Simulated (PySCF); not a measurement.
# One shape, several levels: AlH3O (AlH2(OH))

Wanted: a comparison of 6 runs (PBE0/STO-3G, CCSDTQ/STO-3G, NEVPT2(2,2)/STO-3G, QCISD(T)/STO-3G, CISD/STO-3G, FCI/STO-3G) of AlH3O (AlH2(OH)). The job is set up through a Python script.

Program for the calculation: PySCF 2.14.0.

2 further runs of the same task are left out: 2 set aside as unsound or not needed.

### 1 The structure to begin with

AlH3O has 5 atoms, charge 0, and is taken as a singlet. SMILES: `[H][Al]([H])[OH]`. The Al1–H3 distance was set to 2.297 Å, away from the relaxed value. At this shape a bond of the SMILES string is far longer than usual.

Bond lengths: Al1–O4 1.636 Å, Al1–H2 1.532 Å, O4–H5 0.949 Å. Angles: Al1–O4–H5 179.6°, H2–Al1–O4 120.0°.

### 2 A single-point energy at PBE0/STO-3G (run 1)

Contents of run.py:

```python
from pyscf import gto, dft

mol = gto.M(
    atom='''
Al   0.648171  -0.207835  -0.007998
H    2.175381  -0.241725  -0.120108
H   -0.481020   1.769010  -0.311810
O   -0.179049  -1.578985   0.327932
H   -0.657879  -2.376285   0.517072
''',
    verbose=3,
    max_memory=1860,
    basis='sto-3g',
)

ks = dft.RKS(mol, xc='pbe0')
ks.grids.level = 5
ks.conv_tol = 1e-10
ks.kernel()
if not ks.converged:
    ks = ks.newton().run(ks.mo_coeff, ks.mo_occ)

e_tot = ks.e_tot
print('E(%s) = %.9f' % ('PBE0', e_tot))
```

Started as:

```sh
$ OMP_NUM_THREADS=1 python run.py
```

Output:

```text
converged SCF energy = -315.15011608828
E(PBE0) = -315.150116088
```

Run time: 2.6 s. Hardware: 1 thread of Arm Neoverse V1, shared host; peak memory 0.19 GiB.

### 3 A single-point energy at CCSDTQ/STO-3G (run 2)

Contents of run.py:

```python
from pyscf import gto, scf, cc

system = gto.Mole()
system.atom = '''
Al     1.224866    -0.392751    -0.015114
H      4.110874    -0.456794    -0.226971
H     -0.908996     3.342944    -0.589236
O     -0.338354    -2.983849     0.619702
H     -1.243211    -4.490528     0.977124
'''
system.verbose = 4
system.max_memory = 1860
system.unit = 'bohr'
system.basis = 'sto-3g'
system.build()

mf = scf.RHF(system)
mf.conv_tol = 1e-10
mf.kernel()
if not mf.converged:
    mf = mf.newton().run(mf.mo_coeff, mf.mo_occ)

mycc = cc.CCSDTQ(mf, frozen=6)
mycc.kernel()
etot = mycc.e_tot
print('E(%s) = %.9f' % ('CCSDTQ', etot))
```

Started as:

```sh
$ OMP_NUM_THREADS=1 python run.py
```

Output:

```text
PySCF version 2.14.0

[... 57 lines left out ...]
converged SCF energy = -314.43834909697
[... 16 lines left out ...]
WARN: A large `blksize` is being used, which may cause large memory consumption
[... 10 lines left out ...]
Init t2, MP2 energy = -314.519405381654  E_corr(MP2) -0.081056284684
[... 21 lines left out ...]
RCCSDTQ converged
[... 3 lines left out ...]
E(CCSDTQ) = -314.558516386
```

Wall time 22 s (1 thread of Arm Neoverse V1, shared host); peak memory 0.12 GiB.

Runs 3 to 5 aren't shown in full; the table further down has their settings and results.

### 4 A single-point energy at FCI/STO-3G (run 6)

Contents of job.py:

```python
from pyscf import gto, scf, mcscf
from pyscf import fci

system = gto.Mole()
system.atom = '''
Al     0.648171    -0.207835    -0.007998
H      2.175381    -0.241725    -0.120108
H     -0.481020     1.769010    -0.311810
O     -0.179049    -1.578985     0.327932
H     -0.657879    -2.376285     0.517072
'''
system.basis = 'sto-3g'
system.max_memory = 1860
system.verbose = 4
system.charge = 0
system.build()

calc0 = scf.RHF(system)
calc0.conv_tol = 1e-10
calc0.kernel()
if not calc0.converged:
    calc0 = calc0.newton().run(calc0.mo_coeff, calc0.mo_occ)

cas = mcscf.CASCI(calc0, calc0.mo_coeff.shape[-1] - 6, (system.nelec[0] - 6, system.nelec[1] - 6))  # full CI above the frozen core
cas.fcisolver = fci.direct_spin0.FCI(system)  # even spin states alone
cas.kernel()
print('<S^2> = %.4f' % cas.fcisolver.spin_square(cas.ci, cas.ncas, cas.nelecas)[0])
etot = cas.e_tot
print('E(%s) = %.9f' % ('FCI', etot))
```

Started as:

```sh
$ OMP_NUM_THREADS=1 python job.py
```

Output:

```text
PySCF version 2.14.0

[... 57 lines left out ...]
converged SCF energy = -314.438349064877
[... 1 line left out ...]
******** <class 'pyscf.mcscf.casci.CASCI'> ********
CAS (6e+6e, 11o), ncore = 6, nvir = 0
natorb = False
canonicalization = True
sorting_mo_energy = False
******** <class 'pyscf.fci.direct_spin0.FCISolver'> ********
max. cycles = 100
conv_tol = 1e-10
davidson only = False
linear dependence = 1e-14
level shift = 0.001
max iter space = 12
nroots = 1
pspace_size = 400
spin = None
Density matrix diagonal elements [1.99173604 1.97544719 1.97090309 1.98188187 1.97430341 1.83242261
 0.17899667 0.02820422 0.02399684 0.02356068 0.01854738]
CASCI converged
CASCI E = -314.558448220020  E(CI) = -32.8804634873171  S^2 = 0.0000000
<S^2> = 0.0000
E(FCI) = -314.558448220
```

Run time: 3.6 s. Hardware: 1 thread of Arm Neoverse V1, shared host; peak memory 0.16 GiB.

### 5 Overview of the runs

```csv
run,level,integration grid,frozen core orbitals,energy (Eh),dipole moment (D) of the reference,HOMO energy (eV),LUMO energy (eV),wall time
1,PBE0/STO-3G,5,–,-315.150116,2.30,-2.81,3.75,2.6 s
2,CCSDTQ/STO-3G,–,6,-314.558516,2.03,-5.64,7.42,22 s
3,"NEVPT2(2,2)/STO-3G",–,–,-314.546750,2.03,-5.64,7.42,0.85 s
4,QCISD(T)/STO-3G,–,6,-314.558587,2.03,-5.64,7.42,0.91 s
5,CISD/STO-3G,–,6,-314.547125,2.03,-5.64,7.42,0.91 s
6,FCI/STO-3G,–,6,-314.558448,2.03,-5.64,7.42,3.6 s
```

### 6 Results

| quantity | value |
| --- | --- |
| run 6: total energy | -314.55845 Eh |
| run 6: dipole moment (Hartree–Fock density) | 2.03 D |
| run 6: HOMO energy (Hartree–Fock orbitals) | -5.64 eV |
| run 6: LUMO energy (Hartree–Fock orbitals) | 7.42 eV |
| run 6: HOMO–LUMO gap (Hartree–Fock orbitals) | 13.06 eV |
| run 6: correlation energy (6 core orbitals frozen) | -120.1 mEh |

In words: Against full CI in this basis: CCSDTQ -0.1 mEh; QCISD(T) -0.1 mEh; CISD +11.3 mEh. In runs 1, 2, 3, 4, 5, 6 the basis is minimal, so the values are rough. All runs together took 30 s, the longest 22 s.
